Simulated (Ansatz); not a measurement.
## How far each method lies from UCCSDT(Q) for ZnS, triplet

Geometry: a PBE0/def2-TZVP stationary point for this spin.

```yaml
atoms:
  - { symbol: Zn, position_ang: [0.0000, 0.0000, 0.0000] }
  - { symbol: S, position_ang: [0.0000, 0.0000, 2.2554] }
```

Basis def2-TZVPP; Ansatz 0.2.0. Correlated methods freeze the noble-gas cores, which leaves 18 electrons in 92 orbitals. Prefix R: restricted or restricted open-shell reference; prefix U: unrestricted. Active spaces: valence = (18e, 10o) chosen from the atoms' valence shells. No spin–orbit coupling is included, and no scalar relativity. The metal's outer-core shells are frozen, which leaves out core–valence correlation.

Full CI isn't at hand for all of this; UCCSDT(Q) serves as the reference, and is uncertain by about the last step of the cluster series. The frozen core follows each run's orbitals, which can shift R against U totals by a few meV for light atoms and by up to 0.1 eV past Ca.

```
UHF ⟨S²⟩                          : 2.019
T1 diagnostic (RCCSD)             : 0.0260
largest doubles amplitude (RCCSD) : 0.039
T1 diagnostic (UCCSD)             : 0.0206
```

```csv
level,E − E(UCCSDT(Q)) (mEh),share of correlation (%),wall time
UHF,615.44,1.06,–
UMP2,-1.81,100.29,–
UCCSD,20.83,96.65,–
UCCSD(T),0.55,99.91,13 s (H100)
UCCSDT,0.37,99.94,–
```

The correlation energy at UCCSDT(Q), counted from RHF, is -16.926 eV. That run took 3.1 min on 2 threads of AMD EPYC 7R13 with a shared H100 80 GB, shared host.

Run but not shown, since their state or frozen core can't be matched to the reference's or they repeat it: RHF, RMP2, RCCSD, RCCSD(T), RCCSDT, RCCSDT(Q), CASSCF (valence space), NEVPT2 (valence space).

Times hold each run's SCF and search for its determinant on a shared host, so for small cases they say little of a method's own cost.

Natural occupations of CASSCF (valence space) about the gap: 2.000 2.000 2.000 1.000 1.000; effectively unpaired electrons, Σ n²(2−n)², 2.00.

Atomization energy (electronic, same basis, no zero-point term; atoms at the same level, unrestricted beside the R rows where the molecule is a closed shell, but restricted open-shell past Ca, as are all atoms' steps beyond CCSDT(Q)) at UCCSDT(Q): 94.8 kJ/mol. Errors of other levels:

| level | error (kJ/mol) |
| --- | --- |
| UHF | -20.7 |
| UMP2 | 11.7 |
| UCCSD | -7.3 |
| UCCSD(T) | -1.8 |
| UCCSDT | -1.1 |

This basis is far from its limit, so the value isn't to be set against a measured one.
